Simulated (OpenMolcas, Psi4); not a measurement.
Exact exchange and the vertical energy of the triplet above the singlet of [BF2]+

[BF2]+ has 3 atoms, charge +1, and is taken as a singlet. SMILES: `F[B+]F`. The coordinates come from a PBE0-D4/def2-TZVP relaxation.

The vertical energy of the triplet above the singlet y, in eV, basis cc-pVTZ; a is the functional's share of exact exchange. Programs: OpenMolcas 26.06, Psi4 1.11.

| functional | program | a | y (eV) |
| --- | --- | --- | --- |
| PBE | Psi4 | 0 | 10.78 |
| BLYP | Psi4 | 0 | 10.79 |
| B3LYP | OpenMolcas | 0.2 | 11.43 |
| PBE0 | OpenMolcas | 0.25 | ? |
| BHLYP | OpenMolcas | 0.5 | 11.96 |

Q: Fit y = c + s·a to the known rows and predict PBE0.

A: 
1. Means of the 4 rows: a = 0.1750, y = 11.240.
2. Σ(Δa)² = 0.1675, Σ(Δa·Δy) = 0.398, so the slope is 0.398/0.1675 = 2.3761.
3. Intercept: 11.240 − (2.3761) × 0.1750 = 10.824. The largest residual of the fit is 0.13.
4. PBE0: 10.824 + (2.3761) × 0.25 = 11.42 eV.

The run gave 11.49 eV, so the prediction is off by -0.07 eV, within the largest residual.
